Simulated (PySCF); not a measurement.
PySCF input file for ethanol cation (C2H6O), SMILES C(O)C (connectivity only; charge and spin as stated), charge +1, multiplicity 2, TDA-PBE/def2-SVPD. Geometry: PBE0-D3(BJ)/def2-TZVP. The spin state was assumed, not searched. One conformer was computed; it need not be the lowest.

```python
import numpy as np
from pyscf import gto, scf, dft, tdscf

mol = gto.M(
    atom='''
    C    -0.20673332    1.22166297   -0.00000000
    C     0.47440922   -0.09144670    0.00000000
    O    -0.22681285   -1.23670217   -0.00000000
    H     0.53275487    2.02265433    0.00000000
    H    -0.83993511    1.33724649   -0.88744452
    H    -0.83993511    1.33724649    0.88744452
    H     1.27651628   -0.24198027    0.79488512
    H     1.27651628   -0.24198027   -0.79488512
    H    -1.19746981   -1.10086707   -0.00000000
    ''',
    basis='def2-SVPD',
    charge=1,
    spin=1,
    max_memory=1600,
    verbose=4,
)
mf = dft.UKS(mol, xc='pbe').density_fit(auxbasis='def2-universal-jkfit')
mf.grids.level = 3
mf.conv_tol = 1e-9
mf.max_cycle = 100
mf.kernel()
fine, coarse = mf.grids, dft.Grids(mol).set(level=1).build(with_non0tab=True)
for _ in range(3):  # follow internal instabilities
    mf.grids = coarse
    mo, _, stable, _ = mf.stability(return_status=True, nroots=4)
    mf.grids = fine
    if stable:
        break
    mf.kernel(mf.make_rdm1(mo, mf.mo_occ))
mf.grids = dft.Grids(mol).set(level=1).build(with_non0tab=True)  # coarser grid for the response kernel
td = tdscf.TDA(mf)
td.nstates = 10
td.conv_tol = 1e-4
td.positive_eig_threshold = 1e-6
td.kernel(x0=td.get_init_guess(mf, 15))
td.analyze()
```

Program output:

```
PySCF version 2.14.0

[INPUT] verbose = 4
[INPUT] num. atoms = 9
[INPUT] num. electrons = 25
[INPUT] charge = 1
[INPUT] spin (= nelec alpha-beta = 2S) = 1
[INPUT] symmetry False subgroup None
[INPUT] Mole.unit = angstrom
[INPUT] Symbol           X                Y                Z      unit          X                Y                Z       unit  Magmom
[INPUT]  1 C     -0.206733320000   1.221662970000   0.000000000000 AA   -0.390669355622   2.308608429823   0.000000000000 Bohr   0.0
[INPUT]  2 C      0.474409220000  -0.091446700000   0.000000000000 AA    0.896503496769  -0.172809217995   0.000000000000 Bohr   0.0
[INPUT]  3 O     -0.226812850000  -1.236702170000   0.000000000000 AA   -0.428614168032  -2.337028398955   0.000000000000 Bohr   0.0
[INPUT]  4 H      0.532754870000   2.022654330000   0.000000000000 AA    1.006760795828   3.822262728366   0.000000000000 Bohr   0.0
[INPUT]  5 H     -0.839935110000   1.337246490000  -0.887444520000 AA   -1.587247320306   2.527029627136  -1.677027093546 Bohr   0.0
[INPUT]  6 H     -0.839935110000   1.337246490000   0.887444520000 AA   -1.587247320306   2.527029627136   1.677027093546 Bohr   0.0
[INPUT]  7 H      1.276516280000  -0.241980270000   0.794885120000 AA    2.412266162749  -0.457276437848   1.502115177292 Bohr   0.0
[INPUT]  8 H      1.276516280000  -0.241980270000  -0.794885120000 AA    2.412266162749  -0.457276437848  -1.502115177292 Bohr   0.0
[INPUT]  9 H     -1.197469810000  -1.100867070000   0.000000000000 AA   -2.262889983335  -2.080337261852   0.000000000000 Bohr   0.0

nuclear repulsion = 82.8533272416133
number of shells = 49
number of NR pGTOs = 153
number of NR cGTOs = 111
basis = def2-SVPD
ecp = {}


[settings echo left out]
init E= -154.831039180393
  alpha nocc = 13  HOMO = -0.305439760385516  LUMO = -0.0271459127572067
  beta  nocc = 12  HOMO = -0.403185380089363  LUMO = -0.305439760385516

WARN: HOMO -0.305439760385516 >= LUMO -0.305439760385516

cycle= 1 E= -154.324784482219  delta_E= 0.506  |g|= 0.342  |ddm|= 2.48
  alpha nocc = 13  HOMO = -0.48590275372835  LUMO = -0.199415225378617
  beta  nocc = 12  HOMO = -0.501078355588329  LUMO = -0.447336101215211
  HOMO = -0.485902753728  LUMO = -0.447336101215  gap/eV = 1.04945
cycle= 2 E= -154.163075110395  delta_E= 0.162  |g|=  0.7  |ddm|= 0.944
  alpha nocc = 13  HOMO = -0.529157294366073  LUMO = -0.223181768379788
  beta  nocc = 12  HOMO = -0.556218056559156  LUMO = -0.497189155033089
  HOMO = -0.529157294366  LUMO = -0.497189155033  gap/eV = 0.86990
cycle= 3 E= -154.349193913104  delta_E= -0.186  |g|= 0.225  |ddm|= 0.688
  alpha nocc = 13  HOMO = -0.527247755658319  LUMO = -0.212006286265797
  beta  nocc = 12  HOMO = -0.56946204024996  LUMO = -0.484750227695192
  HOMO = -0.527247755658  LUMO = -0.484750227695  gap/eV = 1.15642
cycle= 4 E= -154.37545507512  delta_E= -0.0263  |g|= 0.0538  |ddm|= 0.284
  alpha nocc = 13  HOMO = -0.529858250220658  LUMO = -0.20982743065731
  beta  nocc = 12  HOMO = -0.570115732450136  LUMO = -0.48741081186192
  HOMO = -0.529858250221  LUMO = -0.487410811862  gap/eV = 1.15505
cycle= 5 E= -154.376844334184  delta_E= -0.00139  |g|= 0.0137  |ddm|= 0.0598
  alpha nocc = 13  HOMO = -0.528235540555896  LUMO = -0.21025932348735
  beta  nocc = 12  HOMO = -0.567970762194723  LUMO = -0.485391485669406
  HOMO = -0.528235540556  LUMO = -0.485391485669  gap/eV = 1.16585
cycle= 6 E= -154.376936961904  delta_E= -9.26e-05  |g|= 0.00462  |ddm|= 0.0188
  alpha nocc = 13  HOMO = -0.529154735369318  LUMO = -0.21068832680991
  beta  nocc = 12  HOMO = -0.568725928927773  LUMO = -0.486216416993864
  HOMO = -0.529154735369  LUMO = -0.486216416994  gap/eV = 1.16841
cycle= 7 E= -154.376947805992  delta_E= -1.08e-05  |g|= 0.00103  |ddm|= 0.00611
  alpha nocc = 13  HOMO = -0.529165068362798  LUMO = -0.210608517618881
  beta  nocc = 12  HOMO = -0.568650749882461  LUMO = -0.486112907702777
  HOMO = -0.529165068363  LUMO = -0.486112907703  gap/eV = 1.17151
cycle= 8 E= -154.376948374871  delta_E= -5.69e-07  |g|= 0.000415  |ddm|= 0.00194
  alpha nocc = 13  HOMO = -0.52918987526912  LUMO = -0.210665145293959
  beta  nocc = 12  HOMO = -0.568685401261312  LUMO = -0.48611314636875
  HOMO = -0.529189875269  LUMO = -0.486113146369  gap/eV = 1.17218
cycle= 9 E= -154.376948480727  delta_E= -1.06e-07  |g|= 7e-05  |ddm|= 0.000659
  alpha nocc = 13  HOMO = -0.529190955565991  LUMO = -0.210662228286197
  beta  nocc = 12  HOMO = -0.568677141410239  LUMO = -0.486111887531351
  HOMO = -0.529190955566  LUMO = -0.486111887531  gap/eV = 1.17224
cycle= 10 E= -154.376948484574  delta_E= -3.85e-09  |g|= 3.17e-05  |ddm|= 0.0002
  alpha nocc = 13  HOMO = -0.529189031550429  LUMO = -0.210662139787809
  beta  nocc = 12  HOMO = -0.568675391923994  LUMO = -0.486109087780051
  HOMO = -0.52918903155  LUMO = -0.48610908778  gap/eV = 1.17226
cycle= 11 E= -154.376948485237  delta_E= -6.63e-10  |g|= 8.59e-06  |ddm|= 5.54e-05
  alpha nocc = 13  HOMO = -0.529189661709271  LUMO = -0.210662622756564
  beta  nocc = 12  HOMO = -0.568678204261281  LUMO = -0.486109568569991
  HOMO = -0.529189661709  LUMO = -0.48610956857  gap/eV = 1.17227
Extra cycle  E= -154.376948485198  delta_E= 3.92e-11  |g|= 1.28e-05  |ddm|= 2.35e-05
converged SCF energy = -154.376948485198  <S^2> = 0.75214339  2S+1 = 2.0021422
tot grids = 30376
uhf_internal: lowest eigs of H = [0.637995   0.66801145 0.67284522 0.70014946]
<class 'pyscf.df.df_jk.DFUKS'> wavefunction is stable in the internal stability analysis
tot grids = 30376
Overwritten attributes  positive_eig_threshold  of <class 'pyscf.tdscf.uks.TDA'>


******** <class 'pyscf.tdscf.uks.TDA'> for <class 'pyscf.df.df_jk.DFUKS'> ********
nstates = 10
deg_eia_thresh = 1.000e-03
wfnsym = None
conv_tol = 0.0001
eigh lindep = 1e-12
eigh level_shift = 0
eigh max_cycle = 100


Excitation energies (eV)
[2.22077802 2.62208778 3.21405338 5.28741636 6.29839658 6.70074326
 8.5098726  9.33544659 9.50914781 9.80415545]

** Excitation energies and oscillator strengths **
Excited State   1:      2.22078 eV    558.29 nm  f=0.0007
      12b ->   13b     -0.99863
Excited State   2:      2.62209 eV    472.85 nm  f=0.0001
      10b ->   13b      0.99744
Excited State   3:      3.21405 eV    385.76 nm  f=0.0677
       9b ->   13b      0.16417
      11b ->   13b      0.97370
Excited State   4:      5.28742 eV    234.49 nm  f=0.0013
       8b ->   13b      0.99850
Excited State   5:      6.29840 eV    196.85 nm  f=0.0929
       9b ->   13b      0.95774
      11b ->   13b     -0.14189
Excited State   6:      6.70074 eV    185.03 nm  f=0.0133
       7b ->   13b      0.98778
Excited State   7:      8.50987 eV    145.69 nm  f=0.0006
      13a ->   14a     -0.99656
Excited State   8:      9.33545 eV    132.81 nm  f=0.0212
      13a ->   15a      0.99082
Excited State   9:      9.50915 eV    130.38 nm  f=0.0002
      11a ->   14a     -0.18764
      12a ->   14a      0.63521
      12b ->   14b     -0.73627
Excited State  10:      9.80416 eV    126.46 nm  f=0.0002
      10a ->   14a      0.23516
      11b ->   14b      0.95998

** Transition electric dipole moments (AU) **
state          X           Y           Z        Dip. S.      Osc.
  1        -0.0000      0.0000      0.1151      0.0132      0.0007
  2         0.0000     -0.0000      0.0364      0.0013      0.0001
  3        -0.1176      0.9197      0.0000      0.8598      0.0677
  4        -0.0000      0.0000     -0.1004      0.0101      0.0013
  5        -0.6699     -0.3913     -0.0000      0.6019      0.0929
  6         0.0000      0.0000     -0.2848      0.0811      0.0133
  7        -0.0000      0.0000     -0.0551      0.0030      0.0006
  8         0.0000     -0.0000     -0.3041      0.0925      0.0212
  9         0.0243      0.0126     -0.0000      0.0007      0.0002
 10        -0.0000     -0.0000     -0.0257      0.0007      0.0002

** Transition velocity dipole moments (imaginary part, AU) **
state          X           Y           Z        Dip. S.      Osc.
  1        -0.0000     -0.0000     -0.0213      0.0005      0.0037
  2        -0.0000      0.0000     -0.0148      0.0002      0.0015
  3         0.0005     -0.0702     -0.0000      0.0049      0.0278
  4        -0.0000     -0.0000      0.0208      0.0004      0.0015
  5         0.0184      0.0249      0.0000      0.0010      0.0028
  6         0.0000     -0.0000      0.0294      0.0009      0.0023
  7        -0.0000     -0.0000     -0.0332      0.0011      0.0024
  8         0.0000     -0.0000     -0.0924      0.0085      0.0166
  9         0.0048      0.0000     -0.0000      0.0000      0.0000
 10        -0.0000     -0.0000     -0.0148      0.0002      0.0004

** Transition magnetic dipole moments (imaginary part, AU) **
state          X           Y           Z
  1         0.6125      0.2392     -0.0000
  2         0.2921      0.5240      0.0000
  3         0.0000      0.0000     -0.1370
  4        -0.1570      0.0157      0.0000
  5         0.0000     -0.0000      0.2158
  6         0.3816     -0.6320     -0.0000
  7        -0.1273      0.3411      0.0000
  8        -0.1046     -0.3895     -0.0000
  9        -0.0000     -0.0000     -0.0672
 10        -0.2494     -0.0553      0.0000
```

The run converged.
